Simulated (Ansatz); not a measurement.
Ideal-gas functions of FH2OSi (`O[SiH]F`) radical at 400 K and 1 bar, from an Ansatz frequency run at PBE0-D4/def2-TZVP.

Molar mass 65.1 g/mol, point group C1 (symmetry number 1), electronic degeneracy 2, moments of inertia 18.07, 65.988, 80.399 u Å². Harmonic wavenumbers (cm⁻¹, unscaled): 226, 329, 697, 765, 824, 869, 938, 2177, 3919.

Use S(trans) = R[1.5 ln M + 2.5 ln T − 1.1517]; rotational temperatures θ = 24.2544 K / I; S(rot) = R[ln(√π/σ · √(T³/θAθBθC)) + 1.5]; for each mode x = 1.438777 ν̃/T, S = R[x/(eˣ − 1) − ln(1 − e⁻ˣ)] and H = RT x/(eˣ − 1); 1 cm⁻¹ = 0.0119627 kJ/mol; R = 8.31446 J/(mol·K).

By hand: the entropy, in J/(mol·K).

Translation 167.0. Rotation: θ = 1.3422, 0.3676, 0.3017 K, giving 99.9. Vibration, mode by mode: 10.26, 7.38, 2.56, 2.11, 1.78, 1.57, 1.28, 0.03, 0.00, in all 27.0. Electronic 5.8. Sum 299.7 J/(mol·K).

By hand: H − E and G − E in kJ/mol, counted from the electronic energy.

Zero-point energy ½ × 10744 × 0.0119627 = 64.3; thermal vibration 6.7; translation, rotation and pV give 4 RT = 13.3. H − E = 84.3 kJ/mol, and G − E = 84.3 − 400 × 299.7/1000 = -35.6 kJ/mol.

Vibration gives 9 % of the entropy. The sum counts one conformer and one mirror image; others add a mixing term.
